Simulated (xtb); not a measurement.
OS, charge +1, doublet, at a GFN2-xTB geometry of the parent state (a state made from the parent by changing its charge; the spin is typed, not shown lowest); GFN1-xTB (xtb).

Input for xtb:
```
$ xtb mol.xyz --gfn 1 --chrg 1 --uhf 1 --json

# file mol.xyz
2

O     -0.00000000    -0.00000000    -0.97801093
S      0.00000000     0.00000000     0.48900547
```

The log (banner, timings and long lists left out):

```
   ID    Z sym.   atoms
    1    8 O      1
    2   16 S      2

           -------------------------------------------------
          |                Calculation Setup                |
           -------------------------------------------------

           -------------------------------------------------
          |                 G F N 1 - x T B                 |
           -------------------------------------------------

          ...................................................
          :                      SETUP                      :
          :.................................................:
          :  # basis functions                  14          :
          :  # atomic orbitals                  13          :
          :  # shells                            5          :
          :  # electrons                        11          :
          :  # halogen bonds                     0          :
          :  max. iterations                   250          :
          :  Hamiltonian                  GFN1-xTB          :
          :  restarted?                      false          :
          :  GBSA solvation                  false          :
          :  PC potential                    false          :
          :  electronic temp.          300.0000000     K    :
          :  accuracy                    1.0000000          :
          :  -> integral cutoff          0.2500000E+02      :
          :  -> integral neglect         0.1000000E-07      :
          :  -> SCF convergence          0.1000000E-05 Eh   :
          :  -> wf. convergence          0.2000000E-04 e    :
          :  Broyden damping             0.4000000          :
          :  net charge                          1          :
          :  unpaired electrons                  1          :
          ...................................................

 iter      E             dE          RMSdq      gap      omega  full diag
   1     -7.2311343 -0.723113E+01  0.770E+00    0.00       0.0  T
   2     -6.6310162  0.600118E+00  0.174E+01    0.00       1.0  T
   3     -7.3535574 -0.722541E+00  0.966E+00    0.00       1.0  T
   4     -5.8087940  0.154476E+01  0.252E+01    0.00       1.0  T
   5     -7.2854318 -0.147664E+01  0.104E+01    0.00       1.0  T
   6     -7.5901795 -0.304748E+00  0.101E+00    0.00       1.0  T
   7     -7.5944309 -0.425141E-02  0.273E-01    0.00       1.0  T
   8     -7.5944608 -0.299188E-04  0.201E-01    0.00       1.0  T
   9     -7.5944607  0.124974E-06  0.650E-02    0.00       1.1  T
  10     -7.5944662 -0.553437E-05  0.103E-02    0.00       6.9  T
  11     -7.5944665 -0.267672E-06  0.655E-03    0.00      10.8  T
  12     -7.5944667 -0.173054E-06  0.166E-04    0.00     426.8  T
  13     -7.5944667 -0.742988E-10  0.246E-06    0.00   28689.8  T

   *** convergence criteria satisfied after 13 iterations ***

         :::::::::::::::::::::::::::::::::::::::::::::::::::::
         ::                     SUMMARY                     ::
         :::::::::::::::::::::::::::::::::::::::::::::::::::::
         :: total energy              -7.572801714771 Eh    ::
         :: gradient norm              0.115529965734 Eh/a0 ::
         :: HOMO-LUMO gap              0.000000000000 eV    ::
         ::.................................................::
         :: SCC energy                -7.594466655600 Eh    ::
         :: -> electrostatic           0.241265441088 Eh    ::
         :: repulsion energy           0.021871937711 Eh    ::
         :: dispersion energy         -0.000206996883 Eh    ::
         :: halogen bond corr.         0.000000000000 Eh    ::
         :: add. restraining           0.000000000000 Eh    ::
         :: total charge               1.000000000000 e     ::
         :::::::::::::::::::::::::::::::::::::::::::::::::::::

           -------------------------------------------------
          |                Property Printout                |
           -------------------------------------------------

    * Orbital Energies and Occupations

         #    Occupation            Energy/Eh            Energy/eV
      -------------------------------------------------------------
         1        2.0000           -1.4891126             -40.5208
         2        2.0000           -1.2618429             -34.3365
         3        2.0000           -1.0983000             -29.8863
         4        2.0000           -1.0983000             -29.8863
         5        2.0000           -1.0813427             -29.4248
         6        0.5000           -0.9227733             -25.1099 (HOMO)
         7        0.5000           -0.9227733             -25.1099 (LUMO)
         8                         -0.7590651             -20.6552
         9                         -0.6547803             -17.8175
        10                         -0.6547803             -17.8175
        11                         -0.5636470             -15.3376
        12                         -0.5636470             -15.3376
        13                          0.1775574               4.8316
      -------------------------------------------------------------
                  HL-Gap            0.0000000 Eh            0.0000 eV
             Fermi-level           -0.9624157 Eh          -26.1887 eV

  Mulliken/CM5 charges         n(s)   n(p)   n(d)
     1O     0.25010  0.20996   1.727  4.023  0.000
     2S     0.74990  0.79004   1.928  3.106  0.216

Wiberg/Mayer (AO) data.
largest (>0.10) Wiberg bond orders for each atom

 ---------------------------------------------------------------------------
     #   Z sym  total        # sym  WBO       # sym  WBO       # sym  WBO
 ---------------------------------------------------------------------------
     1   8 O    2.423 --     2 S    2.423
     2  16 S    2.423 --     1 O    2.423
 ---------------------------------------------------------------------------

Topologies differ in total number of bonds
Writing topology from bond orders to xtbtopo.mol

 dipole moment from electron density (au)
     X       Y       Z
  -0.0000  -0.0000   0.7976  total (Debye):    2.027

           -------------------------------------------------
          | TOTAL ENERGY               -7.572801714771 Eh   |
          | GRADIENT NORM               0.115529965734 Eh/α |
          | HOMO-LUMO GAP               0.000000000000 eV   |
           -------------------------------------------------

normal termination of xtb
```
